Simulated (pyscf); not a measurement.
Structures and frequencies: ωB97X-D3(BJ)/def2-SVP in PySCF. Correlated levels are frozen-core, on RHF or UHF. ΔMP2 is the change of the MP2 total energy from the triple- to the quadruple-zeta basis.

### Question
PBE/def2-TZVP puts the barrier of `[BH2][NH][SiH3]` + `[ClH]` → `[NH2][SiH3]` + `[BH2][Cl]` (four-centre exchange; singlet surface; B–N, Cl–H broken, H–N, B–Cl formed) at 10.3 kcal/mol and the reaction energy at +10.2 kcal/mol, from the separated reactants. What do r²SCAN/def2-TZVP, ωB97M-D3(BJ)/def2-TZVP, CCSD(T)/def2-TZVPP + ΔMP2(QZVPP) give on the same structures?

### Answer
r²SCAN: ΔE‡ = 10.6 kcal/mol, ΔE = +10.1 kcal/mol; ωB97M-D3(BJ): ΔE‡ = 14.7 kcal/mol, ΔE = +10.9 kcal/mol; CCSD(T): ΔE‡ = 15.9 kcal/mol, ΔE = +11.1 kcal/mol. PBE's barrier lies under all of them, by 0.4 to 5.6 kcal/mol. Its reaction energy matches one of them and lies within 1.0 kcal/mol of the others. On the product side the descent ends in an adduct with a B–N contact (not fully relaxed), 26.8 kcal/mol under the separated species and 30.0 kcal/mol under the saddle at ωB97X-D3(BJ)/def2-TZVP. What is counted as broken (B–N) persists as a longer contact in the product adduct; parting that adduct is a step of its own. At ωB97X-D3(BJ)/def2-TZVP the barrier from the zero used here is 13.7 kcal/mol. This is the saddle that the search found; another between the same sides may lie lower. The CCSD(T) − MP2 part came from Ansatz, without density fitting, on the same reference.
